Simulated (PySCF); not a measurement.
Molecule: SMILES CCCCF, C4H9F.

Molfile (atoms numbered from 1):
```
C4H9F
     RDKit          3D

 14 13  0  0  0  0  0  0  0  0999 V2000
   -1.9501   -0.0526   -0.0949 C   0  0  0  0  0  0  0  0  0  0  0  0
   -0.5512   -0.2135    0.4769 C   0  0  0  0  0  0  0  0  0  0  0  0
    0.5481    0.1553   -0.5098 C   0  0  0  0  0  0  0  0  0  0  0  0
    1.9379    0.0496    0.0705 C   0  0  0  0  0  0  0  0  0  0  0  0
    2.0758    0.8996    1.1443 F   0  0  0  0  0  0  0  0  0  0  0  0
   -2.0977   -0.6881   -0.9832 H   0  0  0  0  0  0  0  0  0  0  0  0
   -2.1378    0.9888   -0.4022 H   0  0  0  0  0  0  0  0  0  0  0  0
   -2.7217   -0.3253    0.6406 H   0  0  0  0  0  0  0  0  0  0  0  0
   -0.4357    0.4125    1.3765 H   0  0  0  0  0  0  0  0  0  0  0  0
   -0.4013   -1.2555    0.8121 H   0  0  0  0  0  0  0  0  0  0  0  0
    0.4964   -0.4937   -1.4021 H   0  0  0  0  0  0  0  0  0  0  0  0
    0.3953    1.1879   -0.8699 H   0  0  0  0  0  0  0  0  0  0  0  0
    2.7025    0.3148   -0.6799 H   0  0  0  0  0  0  0  0  0  0  0  0
    2.1419   -0.9783    0.4210 H   0  0  0  0  0  0  0  0  0  0  0  0
  1  2  1  0
  2  3  1  0
  3  4  1  0
  4  5  1  0
  1  6  1  0
  1  7  1  0
  1  8  1  0
  2  9  1  0
  2 10  1  0
  3 11  1  0
  3 12  1  0
  4 13  1  0
  4 14  1  0
M  END
```

Geometry PBE0-D3(BJ)/def2-SVP throughout; GIAO in PySCF, gas phase, one conformer, non-relativistic; equivalent atoms averaged; functional PBE0.

For orientation, cc-pVDZ gives these absolute shieldings σ: C4 116.6, C3 160.1, C2 173.5, C1 180.2, F5 424.7, H13/H14 27.03, H9/H10 29.91, H11/H12 30.00, H6/H7/H8 30.38 ppm.

A run gave: C4 97.0, C3 145.8, C2 160.5, C1 167.5, F5 418.5, H13/H14 26.89, H9/H10 29.75, H11/H12 29.79, H6/H7/H8 30.28 ppm (absolute shieldings σ).

Problem. Which basis set was used in that run?
A. def2-SVP
B. 6-31G*
C. 6-311+G(2d,p)
D. def2-TZVP
E. pcSseg-2

Solution. E. C4 tells them apart best: pcSseg-2 gives 97.0, def2-SVP gives 114.2, def2-TZVP gives 101.8, 6-311+G(2d,p) gives 103.6, 6-31G* gives 115.2 ppm.
